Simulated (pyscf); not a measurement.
HS–Ga(Cl)–Cl (SMILES [SH][Ga]([Cl])[Cl]) + H₂ (SMILES [H][H]) -> H₂S (SMILES S) + Cl–GaH–Cl (SMILES [Cl][GaH][Cl]), a four-centre exchange (singlet surface; Ga–S, H–H broken, H–S, Ga–H formed). Optimised with ωB97X-D3(BJ)/def2-SVP in PySCF. Energies in eV from the separated reactants.

AM1 to PM7: differences of heats of formation from MOPAC, which are fitted to 298 K values and so differ in kind from electronic energies by zero-point and thermal terms. 

### Question
Quick AM1 single points give ΔE‡ = 0.53 eV and ΔE = +1.05 eV. What does ωB97M-D3(BJ)/def2-TZVP give, and how far is the quick result from it?

### Answer
ωB97M-D3(BJ)/def2-TZVP gives ΔE‡ = 1.37 eV and ΔE = +0.62 eV. AM1 lies 0.83 eV under it in the barrier and 0.43 eV over it in the reaction energy, so on this step it does not hold to within 0.13 eV. At AM1 this geometry lies under one side, so its ΔE‡ may be no barrier of that level. ωB97M-D3(BJ)/def2-TZVP has limits of its own. On the product side the descent ends in an adduct with a Ga–S contact, 0.74 eV under the separated species and 1.30 eV under the saddle at ωB97X-D3(BJ)/def2-TZVP. What is counted as broken (Ga–S) persists as a longer contact in the product adduct; parting that adduct is a step of its own. One saddle was located; it need not be the lowest between these sides. In the def2 sets elements up to Kr have no core potential.
